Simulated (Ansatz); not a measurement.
# Ti$_{6}$O: computed properties

The calculation used DFT r2SCAN, scalar-relativistic, plane waves, PAW (Ansatz).

Settings: cutoff 500 eV, Γ-centred mesh 12×12×8 on the computed 7-atom cell, Gaussian smearing of 0.10 eV; no spin polarisation.

The structure is relaxed at this level of theory with its symmetry kept. Whether it is the stable form of this composition wasn't checked.

```
Ti O
1.0
     5.10328    0.00000    0.00000
    -2.55164    4.41957    0.00000
     0.00000    0.00000    4.72628
Ti O
6 1
Cartesian
  1.6869 0.0000 1.2301
  -0.8434 1.4609 1.2301
  1.7082 2.9587 1.2301
  -1.7082 2.9587 3.4962
  3.4164 0.0000 3.4962
  0.8434 1.4609 3.4962
  0.0000 0.0000 0.0000
```

```json
{"Space group": "P-31m (No. 162)", "Volume per atom": "102.8 bohr³", "Formation energy from the elements' standard states (uncorrected)": "-0.889 eV/atom", "Generalised Kohn–Sham band gap": "none (metal)", "Density of states at the Fermi level": "4.44 states/eV per cell", "Löwdin character within 0.5 eV of the Fermi level": "Ti 3d 92 %, unprojected 4 %", "Bader charges (e)": "Ti (6 in the cell) 0.25, O (1 in the cell) -1.50"}
```

Spin polarisation was left out, and a magnetic state may lie lower.

A ferromagnetic start lost its moments in a first run, so spin was left out; other magnetic orders weren't tried.

Cost: 1 run of about 12 core-minutes, on Intel Xeon Processor @ 2.50GHz (Skylake/Cascade Lake) (shared hosts).